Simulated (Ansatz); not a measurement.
# AlN, triplet: the ladder up to full CI

Geometry: a point of a stretch scan, not a stationary point.

```xyz
2

Al    0.0000    0.0000    0.0000
N     0.0000    0.0000    3.8480
```

Basis 6-31G; Ansatz 0.2.0. Only valence electrons are correlated (noble-gas cores frozen), which leaves 8 electrons in 16 orbitals. R marks a restricted (for open shells ROHF) determinant, U an unrestricted one. Active spaces: pair = (4e, 4o) about the gap; valence = (8e, 8o) chosen from the atoms' valence shells.

Full CI is exact within this basis and frozen core; it isn't the basis-set limit. The frozen core follows each run's orbitals, which can shift R against U totals by a few meV.

Unrestricted rows (U) aren't spin-pure: their determinants' ⟨S²⟩ exceeds S(S+1) by up to 0.98, so they mix in states of higher spin. For open shells CISD and CISDTQ are restricted-active-space CI with the open shells as a complete middle space.

```
UHF ⟨S²⟩                            : 3.004
⟨S²⟩ of the determinant under UCCSD : 2.977
T1 diagnostic (RCCSD)               : 0.2593
largest doubles amplitude (RCCSD)   : 0.242
T1 diagnostic (UCCSD)               : 0.0202
```

| level | E − E(RHF) (eV) |
| --- | --- |
| RMP2 | -3.0560 |
| UMP2 | -4.4292 |
| RCCSD* | -4.9338 |
| UCCSD | -4.9867 |
| RCCSD(T)* | -4.9793 |
| UCCSD(T) | -5.0014 |

**Question.** Estimate how far full CI in 6-31G lies from RCCSD(T). The table doesn't fix it; the size of (T) and the diagnostics are the guide.

**Answer.** Full CI in 6-31G lies 4.9 kJ/mol below RCCSD(T), which is 111 % of the (T) step (-4.4 kJ/mol). More than one determinant leads, and the rest is a large part of (T). The miss exceeds 1 kcal/mol.

The other levels:

| level | E − E(full CI) (kJ/mol) | share of correlation (%) | wall time |
| --- | --- | --- | --- |
| UHF† | 173.3 | – | 0.3 s |
| CISD | 85.4 | 82.40 | 1.2 s |
| BCCD(T)* | 3.0 | 99.39 | 3.2 s |
| RCCSDT* | 0.7 | 99.85 | – |
| UCCSDT | 0.1 | 99.97 | – |
| CISDTQ | 3.1 | 99.37 | 4.3 s |
| RCCSDT(Q)* | 0.1 | 99.99 | 8.5 s |
| UCCSDT(Q) | -0.1 | 100.02 | 4.6 s |
| RCCSDTQ* | 0.0 | 100.00 | 55 s |
| UCCSDTQ | -0.1 | 100.03 | 52 s |
| CASSCF (pair space) | 179.5 | 63.01 | – |
| NEVPT2 (pair space) | 60.8 | 87.48 | 1.9 s |
| CASSCF (valence space)† | 118.1 | – | – |
| NEVPT2 (valence space)† | 43.9 | – | 2.8 s |
| MRCISD (valence space)† | 7.4 | – | – |
| MRCISD+Q (valence space)† | 4.8 | – | 3.4 s |

An asterisk marks runs whose energy the program itself flagged as in doubt. A dagger marks rows that describe another state than the reference (another or a broken symmetry, a higher spin or other natural occupations), so the difference isn't the method's error.

The correlation energy at full CI, counted from RHF, is -5.030 eV. That run took 12 s on 1 thread of Arm Neoverse V1, shared host over 827,648 determinants.

Times hold each run's SCF and search for its determinant on a shared host, so for small cases they say little of a method's own cost; they ran on 1 thread of Arm Neoverse V1.

The full-CI state has the irrep A2 of C2v, in the program's axes (one component, if the state is degenerate).

Natural occupations of full CI about the gap: 1.985 1.905 1.302 0.995 0.995 0.693 0.042 0.042 0.012 0.007; effectively unpaired electrons, Σ n²(2−n)², 3.69. No single determinant describes this state well, so single-reference rows can miss without a flag.
